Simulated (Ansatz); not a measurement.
System: acetamide, C2H5NO, charge 0, multiplicity 1. SMILES: CC(N)=O
Coordinates optimised at B3LYP-D3(BJ)/def2-TZVP (Ansatz, a quantum-chemistry and plane-wave program):
```
C
O 1 1.2153
N 1 1.3630 2 122.17
H 3 1.0030 1 122.47 2 -179.98
H 3 1.0062 4 119.16 1 -179.92
C 1 1.5156 2 122.10 3 -179.97
H 6 1.0899 1 108.49 2 -57.78
H 6 1.0899 7 109.20 1 124.50
H 6 1.0900 7 107.54 8 118.34
```
Charge 0, spin multiplicity 1.

Quantity: atomisation energy (electronic, to ground-state atoms), in kcal/mol. Valence correlation only, unless marked. UHF or UKS for open shells. Spin-orbit coupling is left out. Non-relativistic. The coupled-cluster limit lacks core correlation, which all-electron functionals hold. Basis-set limits of correlation are two-point, X^-3; Hartree-Fock from the larger set. The bracket is a focal-point correction in the basis named.

| level | program | atomisation energy (kcal/mol) |
|---|---|---|
| HF/6-31G | Ansatz | 547.9 |
| r2SCAN0/def2-TZVPD | Ansatz | 850.3 |
| B2PLYP-D3(BJ)/def2-TZVPD | Ansatz + dftd3 | 861.9 |
| RI-MP2/cc-pVTZ | Ansatz | 858.4 |

Question: What does RI-MP2/CBS(aug-cc-pVTZ,aug-cc-pVQZ)+[CCSD(T)-MP2]/aug-cc-pVTZ (Ansatz) give?

Answer: 867.1 kcal/mol
